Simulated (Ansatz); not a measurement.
Energy needed to pull apart C₃H₄F₂ (SMILES C=C(F)CF), singlet, into free ground-state atoms, from the structure below (displaced at random from its PBE0-D4/def2-TZVP minimum); no zero-point or spin–orbit terms; open-shell atoms are treated unrestricted, in their ground-state multiplicity.

C1  (0.826, -0.451, -1.088)
C2  (0.496, -0.125, 0.165)
F3  (1.358, -0.268, 1.167)
C4  (-0.803, 0.369, 0.693)
F5  (-1.740, 0.476, -0.363)
H6  (0.076, -0.300, -1.854)
H7  (1.809, -0.783, -1.303)
H8  (-1.237, -0.300, 1.444)
H9  (-0.660, 1.342, 1.161)
(Å)

Computed with Ansatz 0.2.0 (basis: def2-TZVPP); correlated methods freeze the cores.

```
   method  atomization energy (kJ/mol)
   PBE-D4                            ?
r2SCAN-D4                         3682
  PBE0-D4                         3693
  wB97M-V                         3675
       HF                            ?
      MP2                         3662
     CCSD                         3505
  CCSD(T)                         3569
```

Task: What does HF give? (Judge from chemistry; the value comes from the calculation.)

Result: By the calculation: 2641 kJ/mol, which is about 928 kJ/mol less than CCSD(T)/def2-TZVPP.

Task: What does PBE-D4 give? (To be estimated.)

Result: Computed: 3795 kJ/mol, which is about 226 kJ/mol more than CCSD(T)/def2-TZVPP.

In triple zeta the MP2 and coupled-cluster atomization energies are still short of their basis limit by a few kcal/mol a bond, whereas those of the functionals are nearly converged, so these differences are not deviations from converged CCSD(T).

No T1 diagnostic of these runs exceeds 0.012.

For scale, one of the runs: CCSD(T)/def2-TZVPP forces, 211 basis functions (an equivalent command: `ansatz run in.yaml --threads 4`). Hardware: 4 CPU threads, shared host. Wall time 10 min; peak host memory 6.3 GiB.
